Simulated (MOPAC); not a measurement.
MOPAC input (PM3):

```
PM3 PRECISE GNORM=0.05 LET XYZ CHARGE=-1 GEO-OK AUX(PRECISION=9) THREADS=1
C2H3O

O     1.15064415 1    0.27323898 1    0.38198658 1
C     0.02389777 1    0.31049500 1   -0.18794480 1
H    -0.18242979 1    1.19605197 1   -0.85698703 1
C    -1.03824297 1   -0.56806862 1   -0.13806164 1
H    -0.99655321 1   -1.47240569 1    0.46326975 1
H    -1.94009899 1   -0.36411639 1   -0.70613676 1
```

Question: What heat of formation does the run end on?

Answer: -39.96 kcal/mol.
